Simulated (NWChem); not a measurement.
System: pyrazine (C₄H₄N₂); SMILES c1cnccn1

All runs: NWChem. Pople sets run with spherical d functions. All runs use the structure optimised with B3LYP/6-31G* (spherical d). Level: PBE/6-31G* with SMD (1 M gas to 1 M solution), gas-phase geometry.

**Question.** What does the run give for solvent methanol? Quantities: solvation free energy (kcal/mol); cavity-dispersion-structure term (kcal/mol).

**Answer.** 
* **solvation free energy (kcal/mol)**: -4.8
* **cavity-dispersion-structure term (kcal/mol)**: 0.7
